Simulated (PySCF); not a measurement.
**C₃H₅N₃: calculation and literature**

Bonds (- single, = double, # triple, : aromatic): C1-N2 1.441 Å, N2:C3 1.358 Å, C3:N4 1.303 Å, N4:N5 1.365 Å, N5:C6 1.303 Å, C6:N2 1.358 Å. C1 carries H7, H8, H9; C3 carries H10; C6 carries H11.

All values are calculated (PySCF 2.14): geometry from PBE0-D3(BJ)/def2-TZVP, NMR shieldings at B97-2/pcSseg-2/GIAO. Relativity neglected, in vacuum, fast rotation and ring inversion assumed for equivalent nuclei, a single conformation.

Reference values: measured (solution, Et2O; Solvent effects on the nitrogen NMR chemical shifts in 1-methylazoles - a theoretical study, New J. Chem. 2015 (author manuscript)).
```
atoms                     quantity  reference  computed  computed, scaled
N4/N5  δ ¹⁵N vs neat liquid CH3NO2      -51.2         –             -48.8
   N2  δ ¹⁵N vs neat liquid CH3NO2     -223.4         –            -222.9
```

Reference values: measured (solution, CCl4; Solvent effects on the nitrogen NMR chemical shifts in 1-methylazoles - a theoretical study, New J. Chem. 2015 (author manuscript)).
```
atoms                     quantity  reference  computed  computed, scaled
N4/N5  δ ¹⁵N vs neat liquid CH3NO2      -50.0         –             -48.8
   N2  δ ¹⁵N vs neat liquid CH3NO2     -224.2         –            -222.9
```

Computed shifts are σ(ref) − σ with the named reference compound (TMS for H and C) calculated as an isolated molecule at the same level. The measured values may be among those fitted. Shieldings were converted by a linear fit to measured shifts: ¹⁵N: δ = -149.27 − 0.914σ (rms 6.8 ppm, 34 shifts vs CH3NO2, solution or neat liquid). Occasional misses reach two or three times the rms, and more in compound classes unlike the fitted ones.

4 of the 24 published NMR values on file for this molecule are compared. The rest: values from further sources.
